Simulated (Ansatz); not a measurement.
**Worked example: PH₂, doublet against PH2⁻, singlet**

Geometry (PBE0/def2-TZVPD stationary point of a singlet), kept for both states (PH2⁻, singlet: A1; PH2, doublet: B1):

```csv
atom,x (Å),y (Å),z (Å)
P,0.0000,-0.0612,0.0000
H,0.0000,0.9398,-1.0301
H,0.0000,0.9398,1.0301
```

Basis aug-cc-pVDZ; Ansatz 0.2.0. Correlated methods freeze the noble-gas cores. Prefix R: restricted or restricted open-shell reference; prefix U: unrestricted.

Full CI isn't at hand for all of this; RCCSDTQ serves as the reference, and is uncertain by the last step of the cluster series or more. The frozen core follows each run's orbitals, which can shift R against U totals by a few meV.

The highest occupied Kohn–Sham level of the anion is positive, up to +1.60 eV, so in those functionals the extra electron is held by the basis alone, which enters their differences from the reference.

```
   level  E(PH2⁻, singlet) (hartree)  E(PH2, doublet) (hartree)
     UHF                 -341.876937                -341.874033
    UMP2                 -342.026329                -341.987414
UCCSD(T)                 -342.056543                -342.018188
     PBE                 -342.384354                -342.339180
   B3LYP                 -342.572994                -342.527195
 RCCSDTQ                 -342.057712                -342.019111
```

Question: Give the vertical gap, PH2 doublet less PH2⁻ singlet, at each level in eV (1 hartree = 27.2114 eV), and each error against RCCSDTQ.

Answer: RCCSDTQ: (-342.019111 − (-342.057712)) × 27.2114 = 1.050 eV (the reference)
B3LYP: (-342.527195 − (-342.572994)) × 27.2114 = 1.246 eV, error 0.196 eV
PBE: (-342.339180 − (-342.384354)) × 27.2114 = 1.229 eV, error 0.179 eV
UCCSD(T): (-342.018188 − (-342.056543)) × 27.2114 = 1.044 eV, error -0.006 eV
UMP2: (-341.987414 − (-342.026329)) × 27.2114 = 1.059 eV, error 0.009 eV
UHF: (-341.874033 − (-341.876937)) × 27.2114 = 0.079 eV, error -0.971 eV

Total energies of functionals can't be set beside those of wave-function methods, since they hold the core's correlation and their own absolute errors; only the differences compare.

In so small a basis the reference is far from its limit while semilocal and hybrid functionals are nearer theirs, so the functionals' errors here hold much of the reference's basis and frozen-core error, which can add to them or hide them.

Each level lands on the state that its own search finds. T1 diagnostics of restricted CCSD: 0.013 and 0.019.
